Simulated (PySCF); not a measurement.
Process, species as SMILES: C=O (CH2-O) → [CH-]=O + H+
B3LYP-D3(BJ)/def2-TZVP geometries, fixed; electronic energies without zero-point terms.

Basis-set convergence of the deprotonation energy at PBE with PySCF. All functions are spherical. Density fitting with generated auxiliary sets. No added dispersion term, no relativity. Functions are those of the species that has most. Reference: the value in aug-cc-pVQZ, 397.48 kcal/mol, itself unsure by roughly 2.79 kcal/mol (its distance from def2-QZVPPD). Deviations are taken from unrounded values.

```json
[
 {"basis": "cc-pVDZ", "functions": "38", "deprotonation energy (kcal/mol)": "417.20"},
 {"basis": "aug-cc-pVDZ", "functions": "64", "deprotonation energy (kcal/mol)": "395.83"},
 {"basis": "def2-SVP", "functions": "38", "deprotonation energy (kcal/mol)": "414.98"},
 {"basis": "def2-SVPD", "functions": "59", "deprotonation energy (kcal/mol)": "402.45"},
 {"basis": "pcseg-1", "functions": "38", "deprotonation energy (kcal/mol)": "410.48"},
 {"basis": "aug-pcseg-1", "functions": "64", "deprotonation energy (kcal/mol)": "395.37"},
 {"basis": "6-311G**", "functions": "48", "deprotonation energy (kcal/mol)": "413.75"},
 {"basis": "6-311+G**", "functions": "56", "deprotonation energy (kcal/mol)": "399.14"},
 {"basis": "def2-TZVP", "functions": "74", "deprotonation energy (kcal/mol)": "404.79"},
 {"basis": "def2-TZVPD", "functions": "95", "deprotonation energy (kcal/mol)": "400.71"},
 {"basis": "cc-pVTZ", "functions": "88", "deprotonation energy (kcal/mol)": "409.52"},
 {"basis": "aug-cc-pVTZ", "functions": "138", "deprotonation energy (kcal/mol)": "397.59"},
 {"basis": "pcseg-2", "functions": "88", "deprotonation energy (kcal/mol)": "402.97"},
 {"basis": "aug-pcseg-2", "functions": "138", "deprotonation energy (kcal/mol)": "396.93"},
 {"basis": "def2-TZVPP", "functions": "90", "deprotonation energy (kcal/mol)": "405.08"},
 {"basis": "def2-TZVPPD", "functions": "111", "deprotonation energy (kcal/mol)": "400.95"},
 {"basis": "cc-pVQZ", "functions": "170", "deprotonation energy (kcal/mol)": "405.60"},
 {"basis": "aug-cc-pVQZ", "functions": "252", "deprotonation energy (kcal/mol)": "397.48"},
 {"basis": "def2-QZVPP", "functions": "174", "deprotonation energy (kcal/mol)": "402.84"},
 {"basis": "def2-QZVPPD", "functions": "195", "deprotonation energy (kcal/mol)": "400.26"}
]
```

What the diffuse functions change, pair by pair:
- cc-pVDZ to aug-cc-pVDZ: 26 more functions, deviation 19.72 to -1.65 kcal/mol
- def2-SVP to def2-SVPD: 21 more functions, deviation 17.51 to 4.97 kcal/mol
- pcseg-1 to aug-pcseg-1: 26 more functions, deviation 13.00 to -2.11 kcal/mol
- 6-311G** to 6-311+G**: 8 more functions, deviation 16.27 to 1.67 kcal/mol
- def2-TZVP to def2-TZVPD: 21 more functions, deviation 7.31 to 3.23 kcal/mol
- cc-pVTZ to aug-cc-pVTZ: 50 more functions, deviation 12.04 to 0.11 kcal/mol
- pcseg-2 to aug-pcseg-2: 50 more functions, deviation 5.49 to -0.55 kcal/mol
- def2-TZVPP to def2-TZVPPD: 21 more functions, deviation 7.60 to 3.47 kcal/mol
- cc-pVQZ to aug-cc-pVQZ: 82 more functions, deviation 8.12 to 0.00 kcal/mol
- def2-QZVPP to def2-QZVPPD: 21 more functions, deviation 5.36 to 2.79 kcal/mol

Leaving out the reference's own pair, they bring the value nearer the reference by more than 2.79 kcal/mol in 8 of 9 pairs.
